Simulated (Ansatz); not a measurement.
Relaxation of C2H3NS (7 atoms, charge 0, multiplicity 1), to a largest force component of 0.02 eV/Å in at most 40 steps.

These are results of RKS B3LYP-D4/6-31G (Ansatz), not measurements.

```xyz
7
Properties=species:S:1:pos:R:3:forces:R:3
C -0.546 0.664 -0.189 -3.18 3.14 -2.35
S 0.746 0.366 0.956 1.54 1.10 2.16
C 1.065 -1.203 0.436 0.95 -1.62 -0.22
N 1.396 -2.272 0.084 -0.07 -0.39 -0.12
H -0.238 0.636 -1.251 0.10 -0.13 0.53
H -0.972 1.736 -0.029 0.88 -1.71 -0.08
H -1.390 0.005 -0.051 -0.22 -0.39 0.08
```

**Question.** Where does it end, and by what steps?

**Answer.** The run converged. Limits of this set-up: no polarisation functions. After 6 steps the energy has fallen by 0.428 eV; C1 moved furthest, 0.13 Å.

| step | energy less start (eV) | largest force component (eV/Å) | accepted |
| --- | --- | --- | --- |
| 0 | 0.0000 | 3.175 | yes |
| 1 | -0.3146 | 1.612 | yes |
| 2 | -0.4004 | 1.602 | yes |
| 3 | -0.4239 | 0.308 | yes |
| 4 | -0.4270 | 0.147 | yes |
| 5 | -0.4276 | 0.038 | yes |
| 6 | -0.4281 | 0.016 | yes |

```xyz
7
Properties=species:S:1:pos:R:3
C -0.643 0.734 -0.245
S 0.774 0.363 0.976
C 1.165 -1.263 0.452
N 1.444 -2.356 0.119
H -0.264 0.674 -1.263
H -0.959 1.750 -0.008
H -1.456 0.029 -0.078
```

Whether the end is a true minimum wasn't checked by a vibrational analysis.

The run took 19 s on 1 thread of Intel(R) Xeon(R) Platinum 8259CL CPU @ 2.50GHz (Skylake/Cascade Lake), with other jobs on the host, peak memory 0.13 GiB.
